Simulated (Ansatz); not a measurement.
**Basis-set limit of N2H2, singlet**

```xyz
4

N     0.0000   -0.1891    0.5853
N     0.0000    0.1891   -0.5853
H     0.0000    0.6598    1.1746
H     0.0000   -0.6598   -1.1746
```

Connectivity, by distances: NH–NH.

Ansatz 0.2.0, RHF determinant, valence electrons correlated. Energies in eV.

| set | X | functions | Hartree–Fock | MP2 correlation | CCSD(T) correlation | time |
| --- | --- | --- | --- | --- | --- | --- |
| def2-TZVPP | 3 | 90 | -2994.4758 | -11.0274 | -11.8770 | 1.3 s on 1 thread of Arm Neoverse V2, with other jobs on the host |
| def2-QZVPP | 4 | 174 | -2994.6151 | -11.8021 | -12.5751 | 8.5 s on 1 thread of Arm Neoverse V2, on a shared host |

Hartree–Fock is taken to follow E(X) = E∞ + A·exp(−7.88·√X), correlation E(X) = E∞ + B·X^−2.97.

Cautions: restricted determinant unstable towards unrestricted.

Task: Work out the CCSD(T) energy at the limit, and how far the shortcut misses it that extrapolates MP2 and adds CCSD(T) minus MP2 from the smaller set.

Result: Hartree–Fock: E∞ = E4 + 0.1377·(E4 − E3) = -2994.6343. Correlation: E∞ = E4 + 0.7407·(E4 − E3) = -13.0923 for CCSD(T) and -12.3759 for MP2. The limit is -3007.7266 eV, 0.536 eV below def2-QZVPP. The shortcut gives a correlation energy of -12.3759 + (-0.8496) = -13.2254, 133 meV lower than the direct value.
